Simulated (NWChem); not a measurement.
## Polarisability of formaldehyde (CH$_{2}$O)

```
C
O 1 1.1961
H 1 1.1199 2 122.51
H 1 1.1199 3 114.98 2 180.00
```
Charge 0, spin multiplicity 1.

Program: NWChem. Structure: optimised with PBE0/def2-SVP, a minimum by its harmonic frequencies.

Basis set: def2-SVPD. Static limit.

B3LYP has NWChem's definition, with VWN1-RPA local correlation.

Question: Order these methods by the isotropic polarisability they give, lowest first: HF, PBE, PBE0, B3LYP.

Answer: HF (16.45 bohr³), PBE0 (17.46 bohr³), B3LYP (17.72 bohr³), PBE (18.25 bohr³)
